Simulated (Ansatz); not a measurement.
Take MgS in the rock salt structure (space group Fm-3m, No. 225; a = 5.230 Å) as the base.

Computed with PBE/PAW in Ansatz (a quantum-chemistry and plane-wave program), without spin-orbit coupling.

It is then changed as follows: full substitution S → Se, then cell and atoms are relaxed.

Measured lattice parameter a: MgS 5.188 Å (static lattice; corrected from measurement; as listed in Tamar Goldzak et al., The Journal of Chemical Physics (2022)); MgSe 5.46 Å (room temperature; as listed in M J Lucero, T M Henderson, G E Scuseria, Journal of Physics Condensed Matter (2012)).

Q: How well does PBE reproduce the measured shift?

A: With PBE the lattice parameter a moves by +0.278 Å (5.230 → 5.508) against +0.272 Å measured. The two measured values stand on different bases (one corrected, one not), which blurs small differences.

Whether these cells are dynamically stable was not tested.
